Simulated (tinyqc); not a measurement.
Inside a calculation. Method: harmonic frequencies on the RHF/sto-3g surface (energies and gradients from PySCF), for LiH, spin multiplicity 1. One step of it, computed by the program tinyqc.

Task: Normal modes. Diagonalise H_ij / sqrt(m_i m_j); the 5 smallest eigenvalues belong to translations and rotations; wavenumber = sqrt(eigenvalue / 1822.888) x 219474.63; each mode has its largest component positive (the first on a tie); zero-point energy = sum of wavenumbers / 2, with 349.755 1/cm per kcal/mol.

Hessian (symmetrised) (hartree/bohr^2), order 1Lix, 1Liy, 1Liz, 2Hx, 2Hy, 2Hz:
$$\begin{pmatrix}
0.00000746 & 0.00000000 & 0.00000000 & -0.00000746 & 0.00000000 & 0.00000000 \\
0.00000000 & 0.00000746 & 0.00000000 & 0.00000000 & -0.00000746 & 0.00000000 \\
0.00000000 & 0.00000000 & 0.11618563 & 0.00000000 & 0.00000000 & -0.11618563 \\
-0.00000746 & 0.00000000 & 0.00000000 & 0.00000746 & 0.00000000 & 0.00000000 \\
0.00000000 & -0.00000746 & 0.00000000 & 0.00000000 & 0.00000746 & 0.00000000 \\
0.00000000 & 0.00000000 & -0.11618563 & 0.00000000 & 0.00000000 & 0.11618563
\end{pmatrix}$$

masses (u): 1Li 7.016004, 2H 1.007825

Give: eigenvalues of the mass-weighted Hessian; harmonic wavenumbers of the vibrations; mass-weighted modes; zero-point energy.

Result:

eigenvalues of the mass-weighted Hessian (hartree/(bohr^2 u)): [0.0000, 0.0000, 0.0000, 0.0000, 0.0000, 0.1318]

harmonic wavenumbers of the vibrations (1/cm): [1866.5]

mass-weighted modes, order 1Lix, 1Liy, 1Liz, 2Hx, 2Hy, 2Hz:
$$\begin{pmatrix}
0.0000 \\
0.0000 \\
-0.3544 \\
0.0000 \\
0.0000 \\
0.9351
\end{pmatrix}$$

zero-point energy = 2.6683 kcal/mol
